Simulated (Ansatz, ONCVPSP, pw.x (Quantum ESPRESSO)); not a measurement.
# What a changed setting does to a pw.x run (bcc P)

Potential: optimised norm-conserving Vanderbilt (ONCV), ONCVPSP 4.0.1.1 (patched build), LDA (Perdew-Wang 92); core [Ne], reference 3s2 3p1; waves: 3s: rc 1.60 bohr, ncon 4, nbas 7, qcut 4.6 1/bohr, 2 projectors, debl 1.6 Ha; 3p: rc 1.55 bohr, ncon 5, nbas 9, qcut 5.3 1/bohr, 2 projectors, debl 0.7 Ha; d scattering state at 0.42 Ha: rc 1.75 bohr, ncon 3, nbas 6, qcut 6.6 1/bohr, 2 projectors, debl 0.4 Ha; local part: polynomial inside 1.40 bohr (lpopt 5, dvloc0 1 Ha); core correction: none. In the p channel the program set the typed energies aside and used -0.896, 0.250 Ha. In the d channel the program set the typed energies aside and used 0.050, 0.450 Ha.

The reference run (k-mesh 15³, cutoffs 85/340 Ry, Fermi–Dirac 0.01 Ry, mixing_beta 0.4, conv_thr 1e-9, no spin) gives -1.22 GPa at 13.634 Å³/atom, where all-electron LAPW gives -0.50 GPa. This run, with its own iteration cap, changes nspin = 2 with starting_magnetization to -0.3.

```
&control
  calculation='scf', prefix='x', pseudo_dir='./', outdir='./tmp', tstress=.true., disk_io='none'
/
&system
  ibrav=0, nat=1, ntyp=1, ecutwfc=85, ecutrho=340, nbnd=9,
  occupations='smearing', smearing='fd', degauss=0.01, nspin=2, starting_magnetization(1)=-0.3
/
&electrons
  conv_thr=1e-09, mixing_beta=0.4, electron_maxstep=60
/
ATOMIC_SPECIES
P 1.0 P.UPF
CELL_PARAMETERS angstrom
  -1.50494663 1.50494663 1.50494663
  1.50494663 -1.50494663 1.50494663
  1.50494663 1.50494663 -1.50494663
ATOMIC_POSITIONS crystal
P 0.0000 0.0000 0.0000
K_POINTS automatic
15 15 15 0 0 0
```

```bash
pw.x < P.scf.in > P.scf.out
```

How does the run end?

It converges in 7 iterations; the free energy moves by +0.0 meV/atom and the pressure by +0.00 GPa. The result is that of the reference run.

```
Message from routine setup:
     using ibrav=0 with symmetry is DISCOURAGED, use correct ibrav instead
     lattice parameter (alat)  =       4.9258  a.u.
     unit-cell volume          =      92.0068 (a.u.)^3
     number of electrons       =         5.00
     number of Kohn-Sham states=            9
     kinetic-energy cutoff     =      85.0000  Ry
     charge density cutoff     =     340.0000  Ry
     scf convergence threshold =      1.0E-09
     Exchange-correlation= SLA  PW   NOGX NOGC
     atomic species   magnetization
     number of k points=   120  Fermi-Dirac smearing, width (Ry)=  0.0100
     iteration #  1     ecut=    85.00 Ry     beta= 0.40
     total energy              =     -13.24135814 Ry
     estimated scf accuracy    <       0.19359812 Ry
     total magnetization       =    -0.35 Bohr mag/cell
     absolute magnetization    =     0.35 Bohr mag/cell
     iteration #  2     ecut=    85.00 Ry     beta= 0.40
     total energy              =     -13.23292966 Ry
     estimated scf accuracy    <       0.05298359 Ry
     total magnetization       =    -0.24 Bohr mag/cell
     absolute magnetization    =     0.24 Bohr mag/cell
     iteration #  3     ecut=    85.00 Ry     beta= 0.40
     total energy              =     -13.24130132 Ry
     estimated scf accuracy    <       0.00045253 Ry
     total magnetization       =    -0.09 Bohr mag/cell
     absolute magnetization    =     0.09 Bohr mag/cell
     iteration #  4     ecut=    85.00 Ry     beta= 0.40
     total energy              =     -13.24200189 Ry
     estimated scf accuracy    <       0.00008354 Ry
     total magnetization       =    -0.01 Bohr mag/cell
     absolute magnetization    =     0.01 Bohr mag/cell
     iteration #  5     ecut=    85.00 Ry     beta= 0.40
     total energy              =     -13.24202044 Ry
     estimated scf accuracy    <       0.00000160 Ry
     total magnetization       =    -0.00 Bohr mag/cell
     absolute magnetization    =     0.00 Bohr mag/cell
     iteration #  6     ecut=    85.00 Ry     beta= 0.40
     total energy              =     -13.24202185 Ry
     estimated scf accuracy    <       0.00000007 Ry
     total magnetization       =     0.00 Bohr mag/cell
     absolute magnetization    =     0.00 Bohr mag/cell
     iteration #  7     ecut=    85.00 Ry     beta= 0.40
     the Fermi energy is    11.7617 ev
!    total energy              =     -13.24202194 Ry
     estimated scf accuracy    <          9.3E-10 Ry
     smearing contrib. (-TS)   =      -0.00203467 Ry
     The total energy is F=E-TS. E is the sum of the following terms:
     one-electron contribution =       5.96105544 Ry
     hartree contribution      =       0.19653993 Ry
     xc contribution           =      -3.40200373 Ry
     ewald contribution        =     -15.99557891 Ry
     total magnetization       =    -0.00 Bohr mag/cell
     absolute magnetization    =     0.00 Bohr mag/cell
     convergence has been achieved in   7 iterations
          total   stress  (Ry/bohr**3)                   (kbar)     P=      -12.17
     Message from routine punch:
     Nothing written, as per user request (disk_io='none')
```

The run took about 15 s on one core of a shared host (Intel(R) Xeon(R) 6975P-C, 192 threads, 378 GiB, load 32).
